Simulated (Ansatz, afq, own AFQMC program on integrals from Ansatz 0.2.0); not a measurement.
## Where AFQMC and coupled cluster stand for AlSiH$_{2}$, quartet

```yaml
atoms:
  - { symbol: Si, position_ang: [0.0000, 0.0000, 1.3730] }
  - { symbol: Al, position_ang: [0.0000, 0.0000, -1.2742] }
  - { symbol: H, position_ang: [0.0000, 1.5446, -2.0749] }
  - { symbol: H, position_ang: [0.0000, -1.5446, -2.0749] }
```

Connectivity, by distances: Si–AlH2.

Basis cc-pVDZ. Only valence electrons are correlated. AFQMC by an in-house program on the Cholesky factors that Ansatz 0.2.0 writes for its CCSD(T) run. The CISD trial takes its coefficients from CCSD amplitudes. Released means that phaseless walkers are propagated on without the constraint, phases kept. Error bars are statistical, one sigma.

Determinant: UHF, the one that the program's search chose, which needn't be the lowest solution. The geometry is a point of a scan.

No full CI on the walks' own integrals is used here; CCSDT(Q) serves as the reference and is uncertain by about the last step of the cluster series.

Cautions: lower spins were not checked; the released energies are still falling, so no released level is given (meV from the phaseless value at times in 1/Eh: 0 ± 11 at 0.24, -7 ± 8 at 0.51, -6 ± 8 at 0.99, -18 ± 8 at 1.62, -32 ± 10 at 2.40), though the last usable value meets CCSDT(Q) within the noise; the ph-AFQMC/CISD walk drifts between its halves (2.3 errors).

```
T1 diagnostic                               : 0.0285
weight of the determinant in the CISD state : 0.871
⟨S²⟩ of the determinant                     : 3.757
size of the correlated space                : 9 electrons in 36 orbitals
```

| level | correlation energy (eV) |
| --- | --- |
| MP2 | -3.1554 |
| CCSD | -4.1273 |
| CCSD(T) | -4.2475 |

(1) Estimate where phaseless AFQMC with the Hartree–Fock trial lies against CCSD(T) on the same integrals.

(1) 5.6 ± 3.2 kJ/mol below CCSD(T). The gap is under twice the noise, so this walk alone can't tell the two apart.

Reference: CCSDT(Q), correlation energy -4.294 eV.

```tsv
level	E − E(reference) (kJ/mol)	share of correlation (%)
CCSD(T)	4.4	98.93
CCSDT	0.7	99.83
ph-AFQMC/HF	-1.2 ± 3.2	100.28
ph-AFQMC/CISD	1.2 ± 1.1	99.71
```

A walk keeps the symmetry of its determinant, which the program's search chose and which needn't be the lowest solution, so a lower state of the same spin and another symmetry isn't excluded.
